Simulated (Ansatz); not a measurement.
[GeH3···H···GeH3], doublet: the ladder up to UCCSDT(Q)

Geometry: a point of a hydrogen-transfer path between rigid fragments, not a stationary point.

```
atom    x (Å)    y (Å)    z (Å)
  Ge  -1.7185   0.0000   0.0000
   H  -2.2299   1.4466   0.0000
   H  -2.2299  -0.7233   1.2528
   H  -2.2299  -0.7233  -1.2528
   H  -0.0235   0.0000   0.0000
  Ge   1.7205   0.0000   0.0000
   H   2.1892  -1.4659   0.0000
   H   2.1892   0.7330  -1.2695
   H   2.1892   0.7330   1.2695
```

Basis cc-pVDZ; Ansatz 0.2.0. Only valence electrons are correlated (noble-gas cores and the filled d shells of p-block atoms frozen), which leaves 15 electrons in 61 orbitals. R marks a restricted (for open shells ROHF) determinant, U an unrestricted one. Active spaces: pair = (3e, 3o) about the gap; frontier = (9e, 9o) about the gap. No spin–orbit coupling is included, and no scalar relativity.

Full CI isn't at hand for all of this; UCCSDT(Q) serves as the reference, and is uncertain by about the last step of the cluster series. The frozen core follows each run's orbitals, which can shift R against U totals by a few meV for light atoms and by up to 0.1 eV past Ca.

```
UHF ⟨S²⟩                          : 0.770
T1 diagnostic (RCCSD)             : 0.0152
largest doubles amplitude (RCCSD) : 0.029
T1 diagnostic (UCCSD)             : 0.0122
```

| level | E − E(UCCSDT(Q)) (kJ/mol) | share of correlation (%) | wall time |
| --- | --- | --- | --- |
| UHF | 730.3 | 1.72 | – |
| UMP2 | 163.0 | 78.07 | – |
| UCCSD | 19.1 | 97.43 | – |
| UCCSD(T) | 3.9 | 99.48 | 26 s |
| UCCSDT | 0.5 | 99.93 | – |

The correlation energy at UCCSDT(Q), counted from RHF, is -7.702 eV. That run took 37 s on 2 threads of AMD EPYC 7R13 with a shared H100 80 GB, shared host.

Run but not shown, since their state or frozen core can't be matched to the reference's or they repeat it: RHF, RMP2, CISD, RCCSD, RCCSD(T), BCCD(T), RCCSDT, RCCSDT(Q), CASSCF (pair space), NEVPT2 (pair space), MRCISD (pair space), MRCISD+Q (pair space), CASSCF (frontier space), MRCISD (frontier space), MRCISD+Q (frontier space).

Times hold each run's SCF and search for its determinant on a shared host, so for small cases they say little of a method's own cost; they ran on 1 thread of AMD EPYC 7R13.
